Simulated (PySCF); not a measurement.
C2H6S2.
SMILES: `CSSC`

Theory: TDDFT wB97X-D/def2-SVPD, vertical, gas phase, core orbitals frozen in the response in PySCF. The structure is a single PBE0-D3(BJ)/def2-SVP conformer in the gas phase; no vibrational or solvent corrections. Torsions of this conformer, `[CH3:1][S:2][S:3][CH3:4]`: C1–S2–S3–C4 87°.

Orbital energies (eV): HOMO-3 -12.15, HOMO-2 -10.92, HOMO-1 -8.78, HOMO -8.65, LUMO 1.16, LUMO+1 2.18, LUMO+2 2.33.

Problem. Among the lowest singlets, which states do these configurations lead, and at what energies: HOMO→LUMO, HOMO-1→LUMO+1, HOMO-1→LUMO?

Solution. 

```tsv
state	leading configuration	weight	Δε (eV)	E (eV)	E − Δε (eV)	f	other configurations
S1	HOMO→LUMO	0.91	9.81	4.84	-4.97	0.0081	–
S2	HOMO-1→LUMO	0.92	9.94	4.93	-5.00	0.0017	–
S8	HOMO-1→LUMO+1	0.69	10.96	7.00	-3.96	0.056	H→L+4 (10%), H→L+2 (9%)
```

E − Δε runs from -5.00 to -3.96 eV. Among themselves, these states come in the order of their orbital differences. Δε is the difference of the two orbital energies.

H and L stand for HOMO and LUMO. The other states: S3 6.43 eV, f 0.0022, H→L+3 (49%), H-1→L+2 (19%), H→L+1 (13%); S4 6.43 eV, f 0.0046, H→L+2 (44%), H-1→L+3 (30%), H-1→L+1 (9%); S5 6.79 eV, f 0.0073, H→L+1 (46%), H→L+3 (26%), H-1→L+2 (17%); S6 6.82 eV, f 0.0019, H-1→L+3 (48%), H→L+2 (29%); S7 6.97 eV, f 0.0078, H-1→L+2 (52%), H→L+1 (31%); S9 7.61 eV, f 0.054, H→L+4 (65%), H-1→L+5 (12%); S10 7.67 eV, f 0.0078, H→L+5 (50%), H-1→L+4 (34%).

Problem. Pair triplets and singlets of the same leading configuration (75% or more in both) and give the splittings.

Solution. 

```json
{"configuration": "HOMO→LUMO", "triplet": "T1", "E(T) (eV)": "4.17", "singlet": "S1", "E(S) (eV)": "4.84", "E(S) − E(T) (eV)": "+0.67"}
{"configuration": "HOMO-1→LUMO", "triplet": "T2", "E(T) (eV)": "4.32", "singlet": "S2", "E(S) (eV)": "4.93", "E(S) − E(T) (eV)": "+0.62"}
```

The 4 triplets are Tamm–Dancoff values, the singlets full response.

Summed over the main configurations (up to three a state, each over 8%) of all 10 singlets, the electron leaves HOMO with weight 4.62 and HOMO-1 with weight 3.81.

All these states lie below the vertical ionisation energy of 8.98 eV (ΔSCF).
